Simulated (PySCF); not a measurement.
# Induced dipoles and field energies

Species: C₅H₁₀.
Structure used (PBE0-D3(BJ)/def2-SVP), in Å, numbered top down from 1:
```
atom  x, y, z in Å
C1    -2.0663   -0.3485    0.2047
C2    -0.9206    0.5722   -0.1879
C3     0.3492   -0.1722   -0.5176
C4     1.2883   -0.5870    0.5775
C5     1.6861    0.4923   -0.3879
H6    -2.9785    0.2179    0.4471
H7    -2.3149   -1.0452   -0.6118
H8    -1.8019   -0.9558    1.0847
H9    -1.2164    1.1903   -1.0538
H10   -0.7139    1.2827    0.6317
H11    0.2493   -0.8816   -1.3481
H12    1.7839   -1.5588    0.5078
H13    1.0357   -0.2888    1.5999
H14    2.4560    0.2684   -1.1309
H15    1.7075    1.5234   -0.0223
```

Level: B3LYP/def2-SVPD (PySCF); nuclei fixed, core orbitals frozen in the response. Permanent dipole (-0.076, 0.005, -0.082) D (1 au = 2.5417 D). Static polarisability (au):

```
x   68.62  1.02 -0.20
y    1.02 57.44 -2.07
z   -0.20 -2.07 55.93
```

Only the terms in μ and α are kept: μ(F) = μ + αF and ΔE = −μ·F − ½ F·αF.

**Question.** A field of 0.01 au (0.514 V/Å) is applied along each axis in both senses. Find the induced dipole, the size of the total dipole and the two energy terms.

**Answer.** 
```
field along  induced x (D)  induced y (D)  induced z (D)  total size (D)  −μ·F (kJ/mol)  −½F·αF (kJ/mol)
         +x          1.744          0.026         -0.005           1.671         +0.785           -9.008
         −x         -1.744         -0.026          0.005           1.822         -0.785           -9.008
         +y          0.026          1.460         -0.053           1.472         -0.052           -7.540
         −y         -0.026         -1.460          0.053           1.459         +0.052           -7.540
         +z         -0.005         -0.053          1.422           1.343         +0.847           -7.342
         −z          0.005          0.053         -1.422           1.506         -0.847           -7.342
```

**Question.** For the field (-0.0070, 0.0060, -0.0060) au, what is the induced dipole, and what angle does it make with the field?

**Answer.** αF = (-1.202, 0.889, -0.881) D, at 4.3° to the field. The polarisability along this direction, F·αF/F², is 61.90 au, against a mean of 60.66 au.

**Question.** A unit point charge sits 14 Å away. Estimate the induction energy −αe²/2R⁴ with the mean polarisability, treating the molecule as a point.

**Answer.** R = 26.46 bohr, so the energy is −60.7/(2 × 26.46⁴) Eh = -0.163 kJ/mol. The charge–dipole term at its most favourable orientation, −μe/R², is -0.165 kJ/mol.

Isolated species at its PBE0-D3(BJ)/def2-SVP geometry (one conformer only).

These values come from a run that also computed excited states. On one thread of an x86-64 server, shared host, this took 23 s of wall time.
